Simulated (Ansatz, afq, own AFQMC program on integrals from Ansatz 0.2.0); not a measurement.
CHN, singlet: energetics from AFQMC and coupled cluster

```csv
atom,x (Å),y (Å),z (Å)
N,0.0000,0.0000,1.1200
C,0.0000,0.0000,-0.0256
H,0.0000,0.0000,-1.0944
```

Geometry: a PBE0/def2-TZVP stationary point, not shown to be a minimum. Basis cc-pVTZ. Only valence electrons are correlated. AFQMC by an in-house program on the Cholesky factors that Ansatz 0.2.0 writes for its CCSD(T) run. The CISD trial takes its coefficients from CCSD amplitudes. Released means that phaseless walkers are propagated on without the constraint, phases kept. Error bars are statistical, one sigma.

Best estimates are CCSD(T) at the basis-set limit (def2-TZVPP/QZVPP) plus the step from CCSD(T) to the highest rung at hand in cc-pVTZ, named in the table (released AFQMC can keep some 10 meV of bias). No zero-point, core-correlation or spin–orbit terms. Other levels are in cc-pVTZ; a dash marks a level that is missing or breaks spin symmetry for a member.

Cautions: CHN (singlet): the released value is read at 2.40 1/Eh (meV from the phaseless value at times in 1/Eh: -11 ± 4 at 0.24, -10 ± 4 at 0.51, -11 ± 5 at 0.99, -13 ± 4 at 1.62, -14 ± 6 at 2.40); CHN⁺ (doublet): the released energies are still falling, so no released level is given (meV from the phaseless value at times in 1/Eh: -20 ± 9 at 0.24, -19 ± 7 at 0.51, -25 ± 5 at 0.99, -38 ± 5 at 1.62, -26 ± 12 at 2.40), though the last usable value meets CCSDT(Q) within the noise, its ph-AFQMC/CISD value lies 41 ± 4 meV above CCSDT(Q).

| process | best estimate (kJ/mol) | highest rung |
| --- | --- | --- |
| to charge +1, doublet (vertical) | 1340 ± 0.6 | released AFQMC |
| to free atoms | 1304 ± 0.6 | released AFQMC |

Errors against the best estimates in kJ/mol, the processes numbered in the order above:

```json
{"level": "MP2", "error, 1": "18", "error, 2": "3"}
{"level": "CCSD(T)", "error, 1": "-12", "error, 2": "-45"}
{"level": "ph-AFQMC/CISD", "error, 1": "-10 ± 0.7", "error, 2": "-44 ± 0.5"}
{"level": "CCSD(T)/CBS", "error, 1": "1", "error, 2": "-1"}
{"level": "PBE", "error, 1": "-13", "error, 2": "60"}
{"level": "r2SCAN", "error, 1": "-23", "error, 2": "-15"}
{"level": "PBE0", "error, 1": "-24", "error, 2": "-3"}
{"level": "B3LYP", "error, 1": "-15", "error, 2": "6"}
{"level": "wB97M-V", "error, 1": "-28", "error, 2": "7"}
{"level": "B2PLYP", "error, 1": "-11", "error, 2": "3"}
```

Cost at the first geometry (cards were shared with other jobs): PBE0/cc-pVTZ, 0.57 s on 1 thread of AMD EPYC 7R13 Processor (Zen 3) (shared host); RCCSD(T)/cc-pVTZ, 2.5 s on 1 × NVIDIA H100 80GB HBM3 with 1 thread of AMD EPYC 7R13 Processor (Zen 3) (shared host); CCSD(T)/def2-QZVPP, 2.6 s on 1 × NVIDIA H100 80GB HBM3 with 1 thread of AMD EPYC 7R13 Processor (Zen 3), on a shared host; CCSDT(Q), 3.9 s on 1 × NVIDIA H100 80GB HBM3 with 1 thread of AMD EPYC 7R13 Processor (Zen 3), on a shared host; ph-AFQMC/CISD with release, 88 s on 1 × NVIDIA H100 80GB HBM3 with 2 threads of AMD EPYC 7R13 Processor (Zen 3), with other jobs on the host.

Best estimates are given only where the step beyond CCSD(T) is under 0.3 eV and no member's determinant is very poor (T1 over 0.05, or 0.07 for open shells, ⟨S²⟩ too high by 0.3, two states mixed), so the hardest cases are missing from such tables.

The functionals ran in a triple-zeta set and keep a basis error of their own, a few kJ/mol for each bond in atomization energies and more for double hybrids, so close places among them and the extrapolated levels can swap.

CCSDT and higher add their correlation energy to the determinant of the CCSD(T) run, since their own runs factorise the integrals more tightly (a shift of under 2 meV). Each member of a difference takes its own highest rung, so a best estimate needn't equal the limit plus the step of one row. A walk keeps the symmetry of its determinant, which the program's search chose and which needn't be the lowest solution, so a lower state of the same spin and another symmetry isn't excluded. Released energies are given only where the last usable release times agree within the noise; a slower fall can still hide under it.
